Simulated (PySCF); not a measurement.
# MgSi⁺, PBE0: how much the basis matters

PySCF, UKS reference; doublet, unpaired electrons π ↑; De to Mg⁺ + Si without counterpoise correction.

```csv
basis,relativity,functions,Re (Å),ωe (cm⁻¹),De (eV),μ (D)
cc-pVDZ/cc-pV(D+d)Z,no relativity,41,2.709,279,1.80,-4.28
"6-311G(d,p)",no relativity,52,2.713,275,1.75,-4.30
aug-cc-pVDZ/aug-cc-pV(D+d)Z,no relativity,59,2.709,279,1.80,-4.16
```

Q: How does each smaller set differ from the one with most functions, aug-cc-pVDZ/aug-cc-pV(D+d)Z?

A: cc-pVDZ/cc-pV(D+d)Z: +0.0 pm, +0.0 % in ωe, +0.00 eV in De; 6-311G(d,p): +0.4 pm, -1.4 % in ωe, -0.05 eV in De. All at PBE0; the set with most functions is neither the basis-set limit nor always the best.

A positive dipole points towards Si; it is taken about the centre of mass and depends on that origin. For an ion De counts to the pair picked by the measured ionisation energies or electron affinities, which need not be the lowest pair at this level. The state is the lowest determinant that a PBE0 search found; another state may lie lower at other levels.
